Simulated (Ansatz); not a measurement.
C₃H₆N₂O, SMILES COCN=C=N, a comparison of dispersion corrections

Run with the Ansatz DFT code, driven from Python.

Script `disp_c3h6n2o.py`:
```python
'''Dispersion corrections for C3H6N2O.'''

import warnings

import ansatz as az


def main() -> None:
    warnings.simplefilter('ignore', az.DeckWarning)

    c3h6n2o = (
        az.Crystal.molecule()
        .atom('C', [-0.3042, -1.573, 0.8634])
        .atom('O', [0.6806, -0.5907, 0.6006])
        .atom('C', [0.6409, -0.1351, -0.7698])
        .atom('N', [-0.3703, 0.7339, -1.1569])
        .atom('C', [-0.3979, 1.7851, -0.6967])
        .atom('N', [-0.3611, 2.8711, -0.1937])
        .atom('H', [-0.2562, -1.8417, 1.9001])
        .atom('H', [-0.1964, -2.3926, 0.2076])
        .atom('H', [-1.3316, -1.0579, 0.7346])
        .atom('H', [1.6313, 0.3805, -0.9025])
        .atom('H', [0.6851, -1.0107, -1.3978])
        .atom('H', [-0.3431, 2.776, 0.845])
    )

    calc = c3h6n2o.calculation().basis(gaussian='def2-SVP')
    for name in ['pbe0', 'revpbe']:
        for correction in ('d3bj', 'd4'):
            rep = calc.functional(name, dispersion=correction).run().report
            print(f'{name:8s} {correction:5s} total {rep["free_energy_ev"]:.5f} eV, of which dispersion {1000 * rep["dispersion"]["energy"]["ev"]:.2f} meV')


if __name__ == '__main__':
    main()
```

```console
$ python disp_c3h6n2o.py
pbe0     d3bj  total -8218.09957 eV, of which dispersion -196.30 meV
pbe0     d4    total -8218.08885 eV, of which dispersion -185.58 meV
revpbe   d3bj  total -8225.54429 eV, of which dispersion -595.52 meV
revpbe   d4    total -8225.71521 eV, of which dispersion -766.44 meV
```

Reading the output:
- Total energies depend on the basis set; only differences at equal settings carry meaning.
- The geometry is a force-field or estimated start, not a minimum of this method, and the basis set is short of its limit. D4 holds the three-body term, and d3bj doesn't.
- Timing: 15 s on 1 thread of Arm Neoverse V1 (shared host), peak memory 0.26 GiB.
